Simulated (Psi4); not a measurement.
# AlF2 (SMILES [F][Al][F]): UHF/3-21G

What is the vertical doublet–quartet gap of AlF2 at UHF/3-21G? Input form: a Python script.

Program for the calculation: Psi4 1.11.

### 1 The molecule

The species is AlF2 (3 atoms), meant as a doublet with charge 0. As SMILES, `[F][Al][F]`. The shape is that of a PBE0-D4/def2-TZVP optimisation.

Bond lengths: F1–Al2 1.647 Å, Al2–F3 1.647 Å. Angles: F1–Al2–F3 119.7°.

### 2 The energy at UHF/3-21G

calc.py reads:

```python
import psi4

psi4.set_memory('1600 MB')
psi4.set_num_threads(1)
psi4.core.set_output_file('run.log', False)

mol = psi4.geometry("""
0 2
F      0.533000    -1.361200     0.136400
Al     0.388700     0.275400     0.245200
F     -0.932500     1.021000    -0.394800
units angstrom
symmetry c1
no_reorient
no_com
""")

options = {'basis': '3-21G', 'reference': 'uhf', 'puream': True, 'e_convergence': 1e-09, 'd_convergence': 1e-08, 'scf_type': 'pk', 'maxiter': 200}
psi4.set_options(options)

energy_value = psi4.energy('hf', molecule=mol)
print(f'total energy {energy_value:.8f} hartree = {energy_value * 27.211386:.5f} eV')
```

Run with:

```sh
$ python calc.py
```

run.log:

```text
[...]
  Running in c1 symmetry.
[...]
  Nuclear repulsion =   90.260752901983054
[...]
  Multiplicity = 2
[...]
  Nalpha       = 16
  Nbeta        = 15
[...]
    Number of basis functions: 31
[...]
   @UHF iter   1:  -438.41877746324627   -1.06614e+00   1.58339e-02 ADIIS/DIIS
[...]
   @UHF iter  12:  -438.50614449381283   -6.25278e-13   3.69658e-09 DIIS
[...]
   @S^2 Observed:                7.521662337E-01
[...]
    Orbital Energies [Eh]
    ---------------------
    Alpha Occupied:
       1A    -58.121911     2A    -26.096666     3A    -26.096578
       4A     -4.931912     5A     -3.236053     6A     -3.232579
       7A     -3.231477     8A     -1.521788     9A     -1.512455
      10A     -0.667053    11A     -0.625520    12A     -0.607978
      13A     -0.600639    14A     -0.579145    15A     -0.574566
      16A     -0.349887
    Alpha Virtual:
      17A      0.051365    18A      0.159871    19A      0.161481
      20A      0.279000    21A      0.335659    22A      0.483996
      23A      0.514633    24A      2.236839    25A      2.272185
[...]
  @UHF Final Energy:  -438.50614449381283
   => Energetics <=
    Nuclear Repulsion Energy =             90.2607529019830537
    One-Electron Energy =                -794.0466506638998681
    Two-Electron Energy =                 265.2797532681039456
    Total Energy =                       -438.5061444938128261
  UHF NO Occupations:
  HONO-2 :   14  A 1.9996148
  HONO-1 :   15  A 1.9995015
[...]
 Multipole Moments:
 ------------------------------------------------------------------------------------
     Multipole            Electronic (a.u.)      Nuclear  (a.u.)        Total (a.u.)
 ------------------------------------------------------------------------------------
 L = 1.  Multiply by 2.5417464519 to convert [e a0] to [Debye]
 Dipole X            :         -2.0847171            2.7544648            0.6697477
 Dipole Y            :         -0.4725781            0.9796340            0.5070560
 Dipole Z            :         -1.2028175            1.6289439            0.4261264
 Magnitude           :                                                    0.9419403
[...]
```

Standard output:

```text
Memory set to   1.490 GiB by Python driver.
  Threads set to 1 by Python driver.
total energy -438.50614449 hartree = -11932.35996 eV
```

Run time: 1.5 s. Hardware: 1 thread of Intel Xeon Platinum 8488C (Sapphire Rapids), shared host; peak memory 0.18 GiB.

### 3 The quartet

alf2.xyz reads:

```xyz
3
AlF2
F      0.533000    -1.361200     0.136400
Al     0.388700     0.275400     0.245200
F     -0.932500     1.021000    -0.394800
```

calc.py reads:

```python
import psi4

psi4.set_memory('1600 MB')
psi4.set_num_threads(1)
psi4.set_output_file('run.log', False)

with open('alf2.xyz') as f:
    atoms = ''.join(f.readlines()[2:])
m = psi4.geometry('0 4\n' + atoms + 'symmetry c1')

psi4.set_options({
    'reference': 'uhf',
    'puream': True,
    'e_convergence': 1e-09,
    'd_convergence': 1e-08,
    'scf_type': 'pk',
    'maxiter': 200,
})

energy_value, wavefunction = psi4.energy("scf/3-21G", return_wfn=True)
psi4.oeprop(wavefunction, "QUADRUPOLE", "DIPOLE", "WIBERG_LOWDIN_INDICES", title="SCF")
print('E =', round(energy_value, 9))
for k, v in sorted(psi4.core.scalar_variables().items()):
    print(f'{k:45s} {v:18.10f}')
```

Run with:

```sh
$ python calc.py
```

run.log:

```text
[...]
  Running in c1 symmetry.
[...]
  Nuclear repulsion =   90.260752901983039
[...]
  Multiplicity = 4
[...]
  Nalpha       = 17
  Nbeta        = 14
[...]
    Number of basis functions: 31
[...]
   @UHF iter   1:  -438.16609475474769   -8.13459e-01   6.03052e-03 ADIIS/DIIS
[...]
   @UHF iter  22:  -438.19835285842890   -5.11591e-13   3.72695e-09 DIIS
[...]
   @S^2 Observed:                3.803646849E+00
[...]
    Orbital Energies [Eh]
    ---------------------
    Alpha Occupied:
       1A    -58.094967     2A    -26.293543     3A    -26.293452
       4A     -4.913921     5A     -3.218449     6A     -3.215654
       7A     -3.215218     8A     -1.703693     9A     -1.697099
      10A     -0.840606    11A     -0.809478    12A     -0.796383
      13A     -0.784407    14A     -0.773930    15A     -0.762176
      16A     -0.375954    17A     -0.205152
    Alpha Virtual:
      18A      0.110013    19A      0.132677    20A      0.290138
      21A      0.316742    22A      0.437606    23A      0.491017
      24A      2.080687    25A      2.080739    26A      2.111722
[...]
  @UHF Final Energy:  -438.19835285842890
   => Energetics <=
    Nuclear Repulsion Energy =             90.2607529019830395
    One-Electron Energy =                -791.2793724962805300
    Two-Electron Energy =                 262.8202667358685289
    Total Energy =                       -438.1983528584289047
  UHF NO Occupations:
  HONO-2 :   15  A 1.0000000
  HONO-1 :   16  A 1.0000000
[...]
 Multipole Moments:
 ------------------------------------------------------------------------------------
     Multipole            Electronic (a.u.)      Nuclear  (a.u.)        Total (a.u.)
 ------------------------------------------------------------------------------------
 L = 1.  Multiply by 2.5417464519 to convert [e a0] to [Debye]
 Dipole X            :         -0.2159274            0.1678201           -0.0481072
 Dipole Y            :         -0.1388703            0.1079606           -0.0309097
 Dipole Z            :         -0.0000000           -0.0000000           -0.0000000
 Magnitude           :                                                    0.0571815
 L = 2.  Multiply by 1.3450342976 to convert [e a0^2] to [Debye ang]
 Quadrupole XX       :        -68.1641115           51.1816153          -16.9824962
 Quadrupole XY       :         51.0507430          -50.8592728            0.1914703
[...]
```

Standard output:

```text
Memory set to   1.490 GiB by Python driver.
  Threads set to 1 by Python driver.
E = -438.198352858
CURRENT ENERGY                                   -438.1983528584
CURRENT REFERENCE ENERGY                         -438.1983528584
DD SOLVATION ENERGY                                 0.0000000000
HF KINETIC ENERGY                                 437.7872767272
HF POTENTIAL ENERGY                              -875.9856295856
HF TOTAL ENERGY                                  -438.1983528584
HF VIRIAL RATIO                                     2.0009389860
NUCLEAR REPULSION ENERGY                           90.2607529020
ONE-ELECTRON ENERGY                              -791.2793724963
PCM POLARIZATION ENERGY                             0.0000000000
PE ENERGY                                           0.0000000000
SCF ITERATION ENERGY                             -438.1983528584
SCF ITERATIONS                                     22.0000000000
SCF TOTAL ENERGY                                 -438.1983528584
TWO-ELECTRON ENERGY                               262.8202667359
```

Run time: 1.5 s. Hardware: 1 thread of Intel Xeon Platinum 8488C (Sapphire Rapids), shared host; peak memory 0.18 GiB.

### 4 Results

Level: UHF/3-21G.

```
                                        quantity          value
                           doublet: total energy  -438.50614 Eh
                          doublet: dipole moment         2.39 D
     doublet: HOMO energy (highest over α and β)       -9.52 eV
      doublet: LUMO energy (lowest over α and β)        0.16 eV
                                   doublet: ⟨S²⟩          0.752
                           quartet: total energy  -438.19835 Eh
                          quartet: dipole moment         0.15 D
     quartet: HOMO energy (highest over α and β)       -5.58 eV
      quartet: LUMO energy (lowest over α and β)       -5.24 eV
                                   quartet: ⟨S²⟩          3.804
vertical energy of the quartet above the doublet       8.375 eV
```

What this shows: At this shape the quartet lies 8.38 eV (193 kcal/mol) above the doublet.
